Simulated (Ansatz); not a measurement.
# C3H4FN: shift of H7 from C3 to N4

How high is the barrier for the shift of H7 from C3 to N4? Relax the two ends, then run a nudged elastic band between them. SMILES of the start: FC1C=NC1.

Program: Ansatz 0.2.0. Level of theory: RKS r2SCAN/6-31G. These are calculated values, not measurements.

## 1. The structure to begin with

Bond lengths: F1–C2 1.340 Å, C2–C3 1.475 Å, C3–N4 1.288 Å, C2–C5 1.537 Å, N4–C5 1.535 Å, C2–H6 1.113 Å, C3–H7 1.141 Å, C5–H8 1.110 Å, C5–H9 1.055 Å. Angles (14 of 16 angles, heavy atoms first): F1–C2–C3 108.2°, F1–C2–C5 118.2°, C3–C2–C5 82.6°, C2–C3–N4 100.3°, C3–N4–C5 89.1°, C2–C5–N4 87.5°, F1–C2–H6 115.3°, C3–C2–H6 113.2°, C5–C2–H6 114.6°, C2–C3–H7 130.0°, N4–C3–H7 129.4°, C2–C5–H8 114.6°, C2–C5–H9 112.7°, N4–C5–H8 109.9°.

Structure file:

```xyz
9

F    -1.3809   -0.3077    1.1623
C    -0.4321    0.3429    0.4759
C     0.8425   -0.3776    0.6535
N     1.1385   -0.6286   -0.5751
C    -0.2122   -0.0350   -0.9979
H    -0.3530    1.4320    0.6909
H     1.4538   -0.5638    1.5989
H    -0.0499    0.8282   -1.6772
H    -0.9182   -0.7366   -1.3484
```

## 2. End point A

Contents of input.yaml:

```yaml
crystal:
  periodic: [false, false, false]
  atoms:
    - { symbol: F, position_ang: [-1.3809, -0.3077, 1.1623] }
    - { symbol: C, position_ang: [-0.4321, 0.3429, 0.4759] }
    - { symbol: C, position_ang: [0.8425, -0.3776, 0.6535] }
    - { symbol: "N", position_ang: [1.1385, -0.6286, -0.5751] }
    - { symbol: C, position_ang: [-0.2122, -0.035, -0.9979] }
    - { symbol: H, position_ang: [-0.353, 1.432, 0.6909] }
    - { symbol: H, position_ang: [1.4538, -0.5638, 1.5989] }
    - { symbol: H, position_ang: [-0.0499, 0.8282, -1.6772] }
    - { symbol: H, position_ang: [-0.9182, -0.7366, -1.3484] }
basis:
  gaussian: { orbitals: "6-31G" }
hamiltonian:
  xc: r2scan
relax:
  f_tol: 0.02
  max_steps: 50
```

Started as:

```console
> ansatz run input.yaml --threads 1 --pin off --max-ram 2048MiB --backend cpu --events-out ev --progress --plain --runs-dir out
```

Output, shortened:

```text
Warning: RAYON_NUM_THREADS=1 ignored (pool sized by the plan → 1); use --threads N
[...]
Functional definition: r2SCAN
[...]
788 factors; integrals over basis functions are off by at most 1.9e-4 eV
[...]
mean field -7374.28740642 eV, -271.0000637142 hartree, gradient 5.8e-6 eV, S^2 0.000000; 0 other end points of the search recorded, 0 dependent functions left out
[...]
reference -7374.28741183 eV, -271.0000639131 hartree; 19, 19 occupied and 34, 34 virtual orbitals, 788 factors
relax step   1: F+E_penalty+E_count = -7374.28740642 eV  Δ(F+E_penalty+E_count) = +0.000e0 eV  max|allowed force component| = 3.494e0 eV/Å  Δτ_max = 0.0000 Å  (26 SCF iters, accepted)
[...]
relax step   3: F+E_penalty+E_count = -7374.75153627 eV  Δ(F+E_penalty+E_count) = -6.225e-2 eV  max|allowed force component| = 4.315e-1 eV/Å  Δτ_max = 0.0935 Å  (29 SCF iters, accepted)
[...]
relax step   5: F+E_penalty+E_count = -7374.76546148 eV  Δ(F+E_penalty+E_count) = -1.697e-3 eV  max|allowed force component| = 5.744e-2 eV/Å  Δτ_max = 0.0117 Å  (26 SCF iters, accepted)
[...]
relax step   7: F+E_penalty+E_count = -7374.76640528 eV  Δ(F+E_penalty+E_count) = -5.159e-5 eV  max|allowed force component| = 7.136e-2 eV/Å  Δτ_max = 0.0085 Å  (25 SCF iters, accepted)
[...]
relax step   8: F+E_penalty+E_count = -7374.76673015 eV  Δ(F+E_penalty+E_count) = -3.249e-4 eV  max|allowed force component| = 2.249e-2 eV/Å  Δτ_max = 0.0062 Å  (26 SCF iters, accepted)
[...]
relax step   9: F+E_penalty+E_count = -7374.76676289 eV  Δ(F+E_penalty+E_count) = -3.274e-5 eV  max|allowed force component| = 9.381e-3 eV/Å  Δτ_max = 0.0018 Å  (21 SCF iters, accepted)
788 factors; integrals over basis functions are off by at most 1.8e-4 eV
[...]
mean field -7374.76676289 eV, -271.0176797397 hartree, gradient 8.3e-5 eV, S^2 0.000000; 1 other end points of the search recorded, 0 dependent functions left out
[...]
reference -7374.76676826 eV, -271.0176799369 hartree; 19, 19 occupied and 34, 34 virtual orbitals, 788 factors
Total energy: -7374.76676826 eV, -271.0176799369 hartree
Atom 0 at    -1.565681    -0.197669     1.138339 Å, force     0.003242     0.001695    -0.000856 eV/Å
Atom 1 at    -0.404618     0.351343     0.510750 Å, force    -0.009381    -0.000756     0.008345 eV/Å
Atom 2 at     0.905898    -0.381294     0.685790 Å, force     0.006312    -0.002623     0.000864 eV/Å
Atom 3 at     1.183194    -0.593367    -0.580057 Å, force     0.000897    -0.001770    -0.000988 eV/Å
Atom 4 at    -0.189701    -0.011495    -0.993004 Å, force     0.000629     0.004047    -0.005770 eV/Å
Atom 5 at    -0.384586     1.421848     0.745122 Å, force     0.000887    -0.000172    -0.000949 eV/Å
Atom 6 at     1.525768    -0.639127     1.537855 Å, force    -0.002630     0.001672    -0.000378 eV/Å
Atom 7 at    -0.123567     0.803114    -1.718018 Å, force     0.000049    -0.000996    -0.000110 eV/Å
Atom 8 at    -0.858206    -0.799552    -1.343876 Å, force    -0.000005    -0.001096    -0.000158 eV/Å
Dipole moment:    -0.027164     0.324395     0.049176 e Å
```

It took 36 s on 1 thread of Arm Neoverse V1, shared host; peak memory 0.14 GiB.

The steps of the relaxation:

```csv
step,energy from step 1 (eV),largest force component (eV/Å)
1,0.0000,3.4942
2,-0.4019,1.1012
3,-0.4641,0.4315
4,-0.4764,0.2330
5,-0.4781,0.0574
6,-0.4789,0.0578
7,-0.4790,0.0714
8,-0.4793,0.0225
9,-0.4794,0.0094
```

Step 1 is the start.

After: Bond lengths: F1–C2 1.429 Å, C2–C3 1.512 Å, C3–N4 1.313 Å, C2–C5 1.562 Å, N4–C5 1.547 Å, C2–H6 1.096 Å, C3–H7 1.085 Å, C5–H8 1.093 Å, C5–H9 1.091 Å. Angles (14 of 16 angles, heavy atoms first): F1–C2–C3 117.9°, F1–C2–C5 116.4°, C3–C2–C5 83.1°, C2–C3–N4 98.6°, C3–N4–C5 90.5°, C2–C5–N4 87.3°, F1–C2–H6 107.2°, C3–C2–H6 115.6°, C5–C2–H6 115.5°, C2–C3–H7 134.6°, N4–C3–H7 126.7°, C2–C5–H8 118.3°, C2–C5–H9 113.1°, N4–C5–H8 113.8°.

## 3. Relaxing end B

The second end starts from a geometry with the move made by hand.

Changes to input.yaml since step 2:

```diff
@@ -9,3 +9,3 @@
     - { symbol: H, position_ang: [-0.353, 1.432, 0.6909] }
-    - { symbol: H, position_ang: [1.4538, -0.5638, 1.5989] }
+    - { symbol: H, position_ang: [2.08224, -1.0651, -0.55441] }
     - { symbol: H, position_ang: [-0.0499, 0.8282, -1.6772] }
```

Started as:

```console
> ansatz run input.yaml --threads 1 --pin off --max-ram 2048MiB --backend cpu --events-out ev --progress --plain --runs-dir out
```

Output, shortened:

```text
Warning: RAYON_NUM_THREADS=1 ignored (pool sized by the plan → 1); use --threads N
[...]
[... 1 set-up line as earlier in the session ...]
[...]
787 factors; integrals over basis functions are off by at most 1.4e-4 eV
[...]
mean field -7371.39329700 eV, -270.8937071547 hartree, gradient 1.0e-5 eV, S^2 0.000000; 0 other end points of the search recorded, 0 dependent functions left out
[...]
reference -7371.39330234 eV, -270.8937073513 hartree; 19, 19 occupied and 34, 34 virtual orbitals, 787 factors
relax step   1: F+E_penalty+E_count = -7371.39329700 eV  Δ(F+E_penalty+E_count) = +0.000e0 eV  max|allowed force component| = 7.353e0 eV/Å  Δτ_max = 0.0000 Å  (26 SCF iters, accepted)
[...]
relax step   3: F+E_penalty+E_count = -7373.23586540 eV  Δ(F+E_penalty+E_count) = -4.337e-1 eV  max|allowed force component| = 1.232e0 eV/Å  Δτ_max = 0.1964 Å  (28 SCF iters, accepted)
[...]
reference -7373.31696818 eV, -270.9644007669 hartree; 19, 19 occupied and 34, 34 virtual orbitals, 787 factors
Total energy: -7373.31696818 eV, -270.9644007669 hartree
Atom 0 at    -1.582127    -0.187665     1.077293 Å, force    -0.001334    -0.003872     0.002387 eV/Å
Atom 1 at    -0.388157     0.335267     0.513806 Å, force    -0.008674    -0.001325    -0.000686 eV/Å
Atom 2 at     0.964755    -0.419379     0.908248 Å, force     0.000228    -0.001423    -0.003144 eV/Å
Atom 3 at     1.137437    -0.572145    -0.431579 Å, force     0.002885    -0.003997    -0.003503 eV/Å
Atom 4 at    -0.138355    -0.050908    -0.980678 Å, force     0.002571     0.000086    -0.001478 eV/Å
Atom 5 at    -0.351709     1.410327     0.719641 Å, force     0.005641     0.008646    -0.001087 eV/Å
Atom 6 at     1.928012    -0.981838    -0.917311 Å, force    -0.001740     0.003950     0.002947 eV/Å
Atom 7 at    -0.044171     0.755203    -1.717959 Å, force     0.001525     0.000327     0.003937 eV/Å
Atom 8 at    -0.808746    -0.836362    -1.341871 Å, force    -0.001102    -0.002393     0.000626 eV/Å
Dipole moment:     0.164096     0.180203    -0.892728 e Å
```

Wall time 36 s (1 thread of Arm Neoverse V1, shared host); peak memory 0.15 GiB.

Step by step:

```csv
step,energy from step 1 (eV),largest force component (eV/Å)
1,0.0000,7.3527
2,-1.4088,1.6580
3,-1.8426,1.2317
4,-1.8714,0.8364
5,-1.9195,0.1845
6,-1.9227,0.1217
7,-1.9233,0.0303
8,-1.9236,0.0275
9,-1.9237,0.0087
```

Step 1 is the start.

After: Bond lengths: F1–C2 1.420 Å, C2–C3 1.599 Å, C3–N4 1.360 Å, C2–C5 1.564 Å, N4–C5 1.484 Å, C2–H6 1.095 Å, N4–H7 1.014 Å, C5–H8 1.096 Å, C5–H9 1.094 Å. Angles (14 of 16 angles, heavy atoms first): F1–C2–C3 116.1°, F1–C2–C5 115.0°, C3–C2–C5 89.1°, C2–C3–N4 85.3°, C3–N4–C5 102.5°, C2–C5–N4 82.6°, F1–C2–H6 108.4°, C3–C2–H6 112.9°, C5–C2–H6 114.6°, C3–N4–H7 128.0°, C5–N4–H7 129.4°, C2–C5–H8 118.3°, C2–C5–H9 113.3°, N4–C5–H8 115.7°.

## 4. Nudged elastic band

crystal.atoms is end A as relaxed above, and neb.final_atoms is end B, turned to lie on A. With 5 inner images the band has 7 in all. The start path is listed, through a guess of the saddle.

Contents of input.yaml:

```yaml
crystal:
  periodic: [false, false, false]
  atoms:
    - { symbol: F, position_ang: [-1.565681, -0.197669, 1.138339] }
    - { symbol: C, position_ang: [-0.404618, 0.351343, 0.51075] }
    - { symbol: C, position_ang: [0.905898, -0.381294, 0.68579] }
    - { symbol: "N", position_ang: [1.183194, -0.593367, -0.580057] }
    - { symbol: C, position_ang: [-0.189701, -0.011495, -0.993004] }
    - { symbol: H, position_ang: [-0.384586, 1.421848, 0.745122] }
    - { symbol: H, position_ang: [1.525768, -0.639127, 1.537855] }
    - { symbol: H, position_ang: [-0.123567, 0.803114, -1.718018] }
    - { symbol: H, position_ang: [-0.858206, -0.799552, -1.343876] }
basis:
  gaussian: { orbitals: "6-31G" }
hamiltonian:
  xc: r2scan
neb:
  order_check: false
  images: 5
  f_tol: 0.05
  max_iterations: 60
  final_atoms:
    - { symbol: F, position_ang: [-1.89342361, -0.04091618, 0.94269719] }
    - { symbol: C, position_ang: [-0.61004858, 0.45422003, 0.59009471] }
    - { symbol: C, position_ang: [0.63251181, -0.21584616, 1.34009532] }
    - { symbol: "N", position_ang: [1.08688287, -0.502992, 0.09134109] }
    - { symbol: C, position_ang: [-0.04608951, -0.07893012, -0.76737193] }
    - { symbol: H, position_ang: [-0.6244557, 1.54552024, 0.68123634] }
    - { symbol: H, position_ang: [1.96500576, -0.93841248, -0.16962241] }
    - { symbol: H, position_ang: [0.19792418, 0.6479516, -1.55118896] }
    - { symbol: H, position_ang: [-0.61980621, -0.91679393, -1.17438036] }
  initial_path:
    images:
      - { positions_ang: [[-1.565681, -0.197669, 1.138339], [-0.404618, 0.351343, 0.51075], [0.905898, -0.381294, 0.68579], [1.183194, -0.593367, -0.580057], [-0.189701, -0.011495, -0.993004], [-0.384586, 1.421848, 0.745122], [1.525768, -0.639127, 1.537855], [-0.123567, 0.803114, -1.718018], [-0.858206, -0.799552, -1.343876]] }
      - { positions_ang: [[-1.58116851, -0.19683002, 1.12350745], [-0.46275835, 0.37412259, 0.50810343], [0.82451154, -0.34188462, 0.76206924], [1.16647388, -0.59518375, -0.4655571], [-0.17544071, -0.02834826, -0.9592115], [-0.43612724, 1.45553621, 0.71139269], [1.63583839, -0.69977403, 1.3069924], [-0.04725037, 0.78586574, -1.68003834], [-0.83557763, -0.79970285, -1.32435726]] }
      - { positions_ang: [[-1.59665603, -0.19599103, 1.1086759], [-0.5208987, 0.39690218, 0.50545686], [0.74312509, -0.30247525, 0.83834848], [1.14975376, -0.5970005, -0.35105721], [-0.16118043, -0.04520152, -0.92541901], [-0.48766848, 1.48922442, 0.67766338], [1.74590878, -0.76042106, 1.0761298], [0.02906627, 0.76861749, -1.64205868], [-0.81294927, -0.79985371, -1.30483853]] }
      - { positions_ang: [[-1.61214354, -0.19515205, 1.09384435], [-0.57903905, 0.41968176, 0.5028103], [0.66173863, -0.26306587, 0.91462772], [1.13303364, -0.59881726, -0.23655731], [-0.14692014, -0.06205479, -0.89162651], [-0.53920972, 1.52291262, 0.64393406], [1.85597918, -0.82106809, 0.84526719], [0.1053829, 0.75136923, -1.60407901], [-0.7903209, -0.80000456, -1.28531979]] }
      - { positions_ang: [[-1.70590356, -0.14374009, 1.04346196], [-0.58937556, 0.43119452, 0.5319051], [0.65199636, -0.24732597, 1.05645026], [1.11765005, -0.56687551, -0.12725784], [-0.11330993, -0.0676799, -0.85020832], [-0.56762505, 1.5304485, 0.65636816], [1.89232137, -0.86018289, 0.50697066], [0.13622999, 0.71689668, -1.58644899], [-0.73348267, -0.83893435, -1.24833998]] }
      - { positions_ang: [[-1.79966358, -0.09232814, 0.99307958], [-0.59971207, 0.44270728, 0.5609999], [0.64225409, -0.23158606, 1.19827279], [1.10226646, -0.53493375, -0.01795837], [-0.07969972, -0.07330501, -0.80879012], [-0.59604038, 1.53798437, 0.66880225], [1.92866357, -0.89929769, 0.16867412], [0.16707708, 0.68242414, -1.56881898], [-0.67664444, -0.87786414, -1.21136017]] }
      - { positions_ang: [[-1.89342361, -0.04091618, 0.94269719], [-0.61004858, 0.45422003, 0.59009471], [0.63251181, -0.21584616, 1.34009532], [1.08688287, -0.502992, 0.09134109], [-0.04608951, -0.07893012, -0.76737193], [-0.6244557, 1.54552024, 0.68123634], [1.96500576, -0.93841248, -0.16962241], [0.19792418, 0.6479516, -1.55118896], [-0.61980621, -0.91679393, -1.17438036]] }
```

Started as:

```console
> ansatz run input.yaml --threads 1 --pin off --max-ram 2048MiB --backend cpu --events-out ev --progress --plain --runs-dir out
```

Output, shortened:

```text
Warning: RAYON_NUM_THREADS=1 ignored (pool sized by the plan → 1); use --threads N
[...]
[... 1 set-up line as earlier in the session ...]
[...]
786 factors; integrals over basis functions are off by at most 1.8e-4 eV
[...]
mean field -7374.76676053 eV, -271.0176796529 hartree, gradient 2.8e-5 eV, S^2 0.000000; 0 other end points of the search recorded, 0 dependent functions left out
[...]
reference -7374.76676590 eV, -271.0176798504 hartree; 19, 19 occupied and 34, 34 virtual orbitals, 786 factors
786 factors; integrals over basis functions are off by at most 1.5e-4 eV
[...]
mean field -7373.31696492 eV, -270.9644006472 hartree, gradient 6.3e-6 eV, S^2 0.000000; 0 other end points of the search recorded, 0 dependent functions left out
[...]
reference -7373.31697041 eV, -270.9644008489 hartree; 19, 19 occupied and 34, 34 virtual orbitals, 786 factors
[...]
Total energy: -7370.79718557 eV, -270.8718004638 hartree
Atom 0 at    -1.865347     0.073200     0.978157 Å, force    -0.004366    -0.005527     0.000886 eV/Å
Atom 1 at    -0.534768     0.338017     0.565247 Å, force     0.014674     0.018155    -0.010214 eV/Å
Atom 2 at     0.631894    -0.554261     1.103457 Å, force    -0.009746    -0.003986     0.015298 eV/Å
Atom 3 at     1.070001    -0.780025    -0.207894 Å, force     0.018566     0.006297    -0.008340 eV/Å
Atom 4 at    -0.118428    -0.086218    -0.880445 Å, force    -0.008718    -0.006683     0.005207 eV/Å
Atom 5 at    -0.326997     1.398420     0.766100 Å, force    -0.003634    -0.000857     0.005155 eV/Å
Atom 6 at     1.866918    -0.279871     0.596448 Å, force    -0.004982    -0.004631    -0.006003 eV/Å
Atom 7 at     0.114256     0.699494    -1.603815 Å, force     0.001470    -0.003334     0.000916 eV/Å
Atom 8 at    -0.749029    -0.854955    -1.334353 Å, force    -0.003263     0.000566    -0.002905 eV/Å
Dipole moment:     0.090778     0.473103    -0.489396 e Å
this run last wrote the band of iteration 15 to <dir>
```

Run time: 4.6 min. Hardware: 1 thread of Arm Neoverse V1, shared host; peak memory 0.12 GiB.

## 5. The band, image by image

The 5 inner images lie between the fixed ends 0 and 6. Energy is taken from image 0, and the path length is the program's own coordinate along the band.

| image | path (Å) | energy (eV) | H7–C3 (Å) | H7–N4 (Å) | band force (eV/Å) |
| --- | --- | --- | --- | --- | --- |
| 0 | 0.000 | 0.0000 | 1.08 | 2.15 | - |
| 1 | 0.521 | 0.3534 | 1.08 | 2.03 | 0.007 |
| 2 | 1.041 | 2.0592 | 1.11 | 1.69 | 0.012 |
| 3* | 1.562 | 3.9696 | 1.36 | 1.24 | 0.019 |
| 4 | 2.066 | 2.6480 | 1.81 | 1.02 | 0.020 |
| 5 | 2.571 | 1.6044 | 2.09 | 1.01 | 0.006 |
| 6 | 3.076 | 1.4498 | 2.14 | 1.01 | - |

The star marks the climbing image.

image, energy (eV) and a bar:
```
        0      0.000 
        1      0.353 ###
        2      2.059 ################
        3      3.970 ##############################
        4      2.648 ####################
        5      1.604 ############
        6      1.450 ###########
```

How the highest energy settled:

```csv
iteration,highest image above image 0 (eV),largest band force (eV/Å)
1,4.6833,5.225
3,3.9879,0.668
5,4.2135,0.865
7,4.1548,0.492
9,4.0977,0.454
11,4.0094,0.484
13,3.9706,0.149
15,3.9696,0.020
```

Positions of all images (Å):

```xyz
9
image=0 dE=0.0000
F    -1.566   -0.198    1.138
C    -0.405    0.351    0.511
C     0.906   -0.381    0.686
N     1.183   -0.593   -0.580
C    -0.190   -0.011   -0.993
H    -0.385    1.422    0.745
H     1.526   -0.639    1.538
H    -0.124    0.803   -1.718
H    -0.858   -0.800   -1.344
9
image=1 dE=0.3534
F    -1.705   -0.134    1.060
C    -0.454    0.324    0.540
C     0.875   -0.435    0.725
N     1.081   -0.748   -0.528
C    -0.207   -0.064   -0.953
H    -0.387    1.384    0.804
H     1.746   -0.413    1.358
H     0.043    0.787   -1.594
H    -0.904   -0.746   -1.429
9
image=2 dE=2.0592
F    -1.820   -0.011    1.002
C    -0.507    0.328    0.566
C     0.777   -0.524    0.883
N     1.029   -0.799   -0.396
C    -0.176   -0.084   -0.904
H    -0.351    1.381    0.814
H     1.854   -0.295    0.987
H     0.103    0.749   -1.565
H    -0.821   -0.792   -1.403
9
image=3 dE=3.9696
F    -1.865    0.073    0.978
C    -0.535    0.338    0.565
C     0.632   -0.554    1.103
N     1.070   -0.780   -0.208
C    -0.118   -0.086   -0.880
H    -0.327    1.398    0.766
H     1.867   -0.280    0.596
H     0.114    0.699   -1.604
H    -0.749   -0.855   -1.334
9
image=4 dE=2.6480
F    -1.927    0.151    0.959
C    -0.587    0.339    0.571
C     0.508   -0.513    1.242
N     1.064   -0.672   -0.016
C    -0.086   -0.106   -0.851
H    -0.315    1.400    0.731
H     2.015   -0.390    0.239
H     0.124    0.649   -1.617
H    -0.707   -0.906   -1.276
9
image=5 dE=1.6044
F    -1.978    0.143    0.917
C    -0.629    0.377    0.588
C     0.527   -0.388    1.329
N     1.071   -0.518    0.087
C    -0.065   -0.111   -0.794
H    -0.405    1.446    0.717
H     2.058   -0.654   -0.075
H     0.136    0.620   -1.587
H    -0.626   -0.962   -1.198
9
image=6 dE=1.4498
F    -1.893   -0.041    0.943
C    -0.610    0.454    0.590
C     0.633   -0.216    1.340
N     1.087   -0.503    0.091
C    -0.046   -0.079   -0.767
H    -0.624    1.546    0.681
H     1.965   -0.938   -0.170
H     0.198    0.648   -1.551
H    -0.620   -0.917   -1.174
```

## 6. Frequencies at the highest image

The geometry is the highest inner image of the first converged band.

Contents of input.yaml:

```yaml
crystal:
  periodic: [false, false, false]
  atoms:
    - { symbol: F, position_ang: [-1.865347, 0.0732, 0.978157] }
    - { symbol: C, position_ang: [-0.534768, 0.338017, 0.565247] }
    - { symbol: C, position_ang: [0.631894, -0.554261, 1.103457] }
    - { symbol: "N", position_ang: [1.070001, -0.780025, -0.207894] }
    - { symbol: C, position_ang: [-0.118428, -0.086218, -0.880445] }
    - { symbol: H, position_ang: [-0.326997, 1.39842, 0.7661] }
    - { symbol: H, position_ang: [1.866918, -0.279871, 0.596448] }
    - { symbol: H, position_ang: [0.114256, 0.699494, -1.603815] }
    - { symbol: H, position_ang: [-0.749029, -0.854955, -1.334353] }
basis:
  gaussian: { orbitals: "6-31G" }
hamiltonian:
  xc: r2scan
phonons: {}
```

Started as:

```console
> ansatz run input.yaml --threads 1 --pin off --max-ram 2048MiB --backend cpu --events-out ev --progress --plain --runs-dir out
```

Output, shortened:

```text
Warning: RAYON_NUM_THREADS=1 ignored (pool sized by the plan → 1); use --threads N
[...]
[... 1 set-up line as earlier in the session ...]
[...]
786 factors; integrals over basis functions are off by at most 1.9e-4 eV
[...]
mean field -7370.79716605 eV, -270.8717997468 hartree, gradient 9.5e-6 eV, S^2 0.000000; 0 other end points of the search recorded, 0 dependent functions left out
[...]
reference -7370.79717135 eV, -270.8717999413 hartree; 19, 19 occupied and 34, 34 virtual orbitals, 786 factors
[...]
786 factors; integrals over basis functions are off by at most 1.9e-4 eV
mean field -7370.79706730 eV, -270.8717961175 hartree, gradient 2.1e-6 eV, S^2 0.000000; 0 other end points of the search recorded, 0 dependent functions left out
[...]
reference -7370.79707259 eV, -270.8717963120 hartree; 19, 19 occupied and 34, 34 virtual orbitals, 786 factors
[...]
786 factors; integrals over basis functions are off by at most 1.9e-4 eV
[...]
WARN: phonons: modes at or below zero, which the zero-point energy, F, S and C_V leave out: 1, the lowest at -1713.14 cm⁻¹. A minimum has none, and a first-order saddle one
[...]
Atom 0 at    -1.865347     0.073200     0.978157 Å, force    -0.004518    -0.005502     0.000720 eV/Å
Atom 1 at    -0.534768     0.338017     0.565247 Å, force     0.014429     0.018668    -0.009936 eV/Å
Atom 2 at     0.631894    -0.554261     1.103457 Å, force    -0.009124    -0.004512     0.014767 eV/Å
Atom 3 at     1.070001    -0.780025    -0.207894 Å, force     0.017955     0.006776    -0.008058 eV/Å
Atom 4 at    -0.118428    -0.086218    -0.880445 Å, force    -0.008368    -0.007205     0.005142 eV/Å
Atom 5 at    -0.326997     1.398420     0.766100 Å, force    -0.003642    -0.000820     0.005188 eV/Å
Atom 6 at     1.866918    -0.279871     0.596448 Å, force    -0.004950    -0.004602    -0.005935 eV/Å
Atom 7 at     0.114256     0.699494    -1.603815 Å, force     0.001474    -0.003338     0.000967 eV/Å
Atom 8 at    -0.749029    -0.854955    -1.334353 Å, force    -0.003256     0.000535    -0.002856 eV/Å
Dipole moment:     0.090781     0.473104    -0.489395 e Å
Vibrations: -1713.14 190.40 343.03 471.79 669.26 696.71 811.14 927.34 947.59 1039.11 1094.35 1121.97 1197.81 1228.59 1263.27 1355.75 1489.86 2176.26 3055.12 3097.44 3184.35 cm⁻¹, zero-point energy 1.634182 eV
```

Wall time 2.2 min (1 thread of Arm Neoverse V1, shared host); peak memory 0.12 GiB.

Of 21 modes, 1 is imaginary by more than 30 cm⁻¹ (1713i cm⁻¹).

(Part 1 of 2 ends here.)
